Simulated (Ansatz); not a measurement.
`C=CCCF` and `FCCCCl` differ in one atom or group.

Ansatz, PBE0-D4/def2-TZVP geometries, multiplicity 1. Each molecule was computed in one conformer, which needn't be the lowest.

| property | `C=CCCF` |
| --- | --- |
| LUMO energy (B3LYP/def2-TZVPP) / eV | -0.11 |
| size of the dipole moment (B3LYP/def2-TZVPP) / D | 1.67 |
| HOMO–LUMO gap (B3LYP/def2-TZVPP) / eV | 7.26 |
| HOMO–LUMO gap (PBE/def2-TZVPP) / eV | 5.56 |
| LUMO energy (ωB97M-V/def2-TZVPP) / eV | 2.20 |
| HOMO energy (B3LYP/def2-TZVPP) / eV | -7.38 |

Task: What does the change do to each property? (An estimate is asked.)

Result: The calculation gave: 
```json
{"property": "LUMO energy (B3LYP/def2-TZVPP) / eV", "`FCCCCl`": "0.58", "shift": "0.69"}
{"property": "size of the dipole moment (B3LYP/def2-TZVPP) / D", "`FCCCCl`": "2.12", "shift": "0.45"}
{"property": "HOMO–LUMO gap (B3LYP/def2-TZVPP) / eV", "`FCCCCl`": "8.76", "shift": "1.50"}
{"property": "HOMO–LUMO gap (PBE/def2-TZVPP) / eV", "`FCCCCl`": "6.77", "shift": "1.21"}
{"property": "LUMO energy (ωB97M-V/def2-TZVPP) / eV", "`FCCCCl`": "2.64", "shift": "0.44"}
{"property": "HOMO energy (B3LYP/def2-TZVPP) / eV", "`FCCCCl`": "-8.18", "shift": "-0.80"}
```

With PBE0 the HOMO falls by 0.84 eV and the LUMO rises by 0.75 eV, so the gap widens by about 1.59 eV. PBE moves the HOMO by -0.54 eV and ωB97M-V by -0.89 eV. Dipoles are sizes alone; their direction can turn.

B3LYP here is the variant with VWN-RPA as its local correlation; programs differ in this.
